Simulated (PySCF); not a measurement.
Gas-phase reaction: 2 CH3SiH3 + (CH3)2SiCl2 + Si ⇌ 2 C2H3Cl + 2 Si2H6

Computed with PySCF and rigid-rotor harmonic-oscillator thermochemistry at 1 bar. † marks an energy on the PBE0/def2-TZVP geometry and frequencies; other levels use their own. 6-31G* has spherical d functions here. Open shells (unrestricted): Si (multiplicity 3, electronic degeneracy 9); the rest are closed-shell singlets. Spin-orbit splitting is ignored; it lowers the true energy and changes the entropy of Si. B3LYP is the form with VWN-RPA correlation. The harmonic model lacks anharmonicity and excited electronic states, which grow with temperature; levels with a mode under 35 cm⁻¹ are left out. Internal rotation in CH3SiH3, (CH3)2SiCl2, Si2H6 is treated as a harmonic vibration of one conformer, which makes the entropy rough.

| level | ΔE electronic, kJ | ΔH°(298 K), kJ | ΔS°(298 K), J/K | ΔG°(1600 K), kJ |
|---|---|---|---|---|
| B3LYP/6-31G* | 274 | 228 | 35 | 169 |
| BLYP/def2-TZVP† | 237 | 193 | 36 | 135 |
| HF/6-31G* | 383 | 340 | 34 | 286 |
| PBE0/def2-QZVP† | 297 | 253 | 36 | 195 |
| PBE0/def2-SVP† | 296 | 252 | 36 | 194 |
| r2SCAN/def2-TZVP† | 297 | 253 | 36 | 195 |
ΔH° is lowest at BLYP/def2-TZVP† and highest at HF/6-31G*. No reference value is set beside these.
